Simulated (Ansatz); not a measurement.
# SO3 (sulfur trioxide): HF/6-311+G(d,p)

What is the energy change on altering one bond length of SO3 (sulfur trioxide) at HF/6-311+G**? 

The results are computed with Ansatz 0.2.0.

36 further runs of the same task are left out: 2 that didn't finish, 34 set aside as unsound or not needed.

### 1 The structure to begin with

SO3: 4 atoms, total charge 0, spin state singlet. As SMILES, `O=S(=O)=O`. The shape is that of a PBE0-D4/def2-TZVP optimisation.

Bond lengths: O1–S2 1.419 Å, S2–O3 1.419 Å, S2–O4 1.419 Å. Angles: O1–S2–O3 120.0°, O1–S2–O4 120.0°, O3–S2–O4 120.0°.

### 2 A single-point energy at HF/6-311+G(d,p)

The input, run.yaml:

```yaml
crystal:
  periodic: [false, false, false]
  atoms:
    - symbol: O
      position_ang: [-1.121570, -0.684610, 0.536720]
    - symbol: S
      position_ang: [0.000010, -0.000030, -0.000040]
    - symbol: O
      position_ang: [1.308940, -0.327680, 0.440460]
    - symbol: O
      position_ang: [-0.187380, 1.012320, -0.977150]
basis:
  gaussian: {orbitals: 6-311+G_st__st_-spherical.json}
hamiltonian: {xc: hf}
accuracy: high
output: {orbitals: {seedname: orbitals}}
```

The basis set 6-311+G** is read from a file made from the Basis Set Exchange's data (not shown).

On the command line:

```bash
$ ansatz run run.yaml --threads 1 --pin off --max-ram 3480MiB --events-out events.jsonl --progress --plain --runs-dir runs
```

Log:

```text
Warning: RAYON_NUM_THREADS=1 ignored (pool sized by the plan → 1); use --threads N
Functional definition: HF
  name "HF"
  exchange = exact_x
  correlation = 0
1681 factors; integrals over basis functions are off by at most 3.8e-9 eV
mean field evaluation 1: about -16921.4973 eV, gradient 5.7e1 eV
mean field evaluation 2: about -16921.5989 eV, gradient 5.8e1 eV
mean field evaluation 4: about -16927.0228 eV, gradient 2.6e0 eV
mean field evaluation 8: about -16927.0487 eV, gradient 1.5e-1 eV
mean field evaluation 16: about -16927.0488 eV, gradient 2.9e-8 eV
mean field -16927.04880921 eV, -622.0575701728 hartree, gradient 2.9e-8 eV, S^2 0.000000; 0 other end points of the search recorded, 0 dependent functions left out
reference -16927.04880921 eV, -622.0575701728 hartree; 20, 20 occupied and 76, 76 virtual orbitals, 1681 factors
Total energy: -16927.04880921 eV, -622.0575701728 hartree
```

It took 1.7 s on 1 thread of Arm Neoverse V2, shared host; peak memory 0.23 GiB.

### 3 The distorted shape

The input, job.yaml:

```yaml
crystal:
  periodic: [false, false, false]
  atoms:
    - symbol: O
      position_ang: [-2.467478, -1.506113, 1.180838]
    - symbol: S
      position_ang: [0.000010, -0.000030, -0.000040]
    - symbol: O
      position_ang: [1.308940, -0.327680, 0.440460]
    - symbol: O
      position_ang: [-0.187380, 1.012320, -0.977150]
basis:
  gaussian:
    orbitals: 6-311+G_st__st_-spherical.json
hamiltonian:
  xc: hf
accuracy: high
output: {orbitals: {seedname: orbitals}}
```

The basis set 6-311+G** is read from a file made from the Basis Set Exchange's data (not shown).

On the command line:

```bash
$ ansatz run job.yaml --threads 1 --pin off --max-ram 3480MiB --events-out events.jsonl --progress --plain --runs-dir runs
```

Log, cut to the lines that bear on the results:

```text
Warning: RAYON_NUM_THREADS=1 ignored (pool sized by the plan → 1); use --threads N
[... 2 set-up lines as earlier in the session ...]
[...]
1638 factors; integrals over basis functions are off by at most 1.9e-8 eV
[...]
mean field -16923.06651001 eV, -621.9112233766 hartree, gradient 2.5e-8 eV, S^2 0.000000; 2 other end points of the search recorded, 0 dependent functions left out
reference -16923.06651001 eV, -621.9112233766 hartree; 20, 20 occupied and 76, 76 virtual orbitals, 1638 factors
Total energy: -16923.06651001 eV, -621.9112233766 hartree
```

It took 5.1 s on 1 thread of Arm Neoverse V2, shared host; peak memory 0.27 GiB.

### 4 Summary of results

At HF/6-311+G**:

| quantity | value |
| --- | --- |
| first shape: total energy | -622.05757 Eh |
| first shape: HOMO energy | -14.70 eV |
| first shape: LUMO energy | 0.56 eV |
| first shape: HOMO–LUMO gap | 15.26 eV |
| distorted shape: total energy | -621.91122 Eh |
| distorted shape: HOMO energy | -13.74 eV |
| distorted shape: LUMO energy | -1.02 eV |
| distorted shape: HOMO–LUMO gap | 12.71 eV |
| energy change with the O1–S2 bond stretched from 1.419 to 3.123 Å | 3.982 eV |

With the O1–S2 bond stretched from 1.419 to 3.123 Å the energy rises by 3.98 eV (92 kcal/mol). The first shape isn't relaxed at this level, so the change isn't measured from a minimum. A restricted reference can't describe the breaking bond well at this length.
